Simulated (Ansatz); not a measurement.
**SiHF2 (SMILES F[SiH]F): methods side by side**

SiHF2: 4 atoms, total charge 0, spin state doublet. SMILES: `F[SiH]F`. Geometry: relaxed at GFN2-xTB.

```xyz
4

F     1.2269    0.6530   -0.4103
Si   -0.0281   -0.3429   -0.3011
F    -1.2342    0.7162   -0.2528
H     0.0353   -1.0263    0.9641
```

Each level gives the energy change with the F1–Si2 bond stretched from 1.606 to 4.015 Å (eV). The values are calculated.

```
           level                    kind  program  value (eV)  less FCI/STO-3G  CPU time (all runs)
      UHF/STO-3G            Hartree–Fock   Ansatz        2.52            -0.23               0.44 s
U-r2SCAN0/STO-3G         hybrid meta-GGA   Ansatz        3.94            +1.19                 22 s
  U-wB97X/STO-3G  range-separated hybrid   Ansatz        3.94            +1.19                 41 s
  UB2PLYP/STO-3G           double hybrid   Ansatz        3.50            +0.75                8.3 s
  RPA@PBE/STO-3G                     RPA   Ansatz        2.16            -0.59                7.7 s
     UMP2/STO-3G     perturbation theory   Ansatz        2.75             0.00               0.74 s
 UBCCD(T)/STO-3G   coupled cluster or CI   Ansatz        2.74            -0.01                1.5 s
      FCI/STO-3G      exact in the basis   Ansatz        2.75             0.00                  4 s
```

FCI/STO-3G is exact within its basis and frozen core, so for wave-function methods in that basis the difference is their error; functionals converge differently with the basis, so for them it is only a difference. The first shape isn't each level's own minimum. The values span 2.16 to 3.94 eV. All rows use very small basis sets, so even the best lies far from the true value. Times are those of the runs behind each value, whatever else they computed, on shared processors of several kinds: orders of magnitude only.
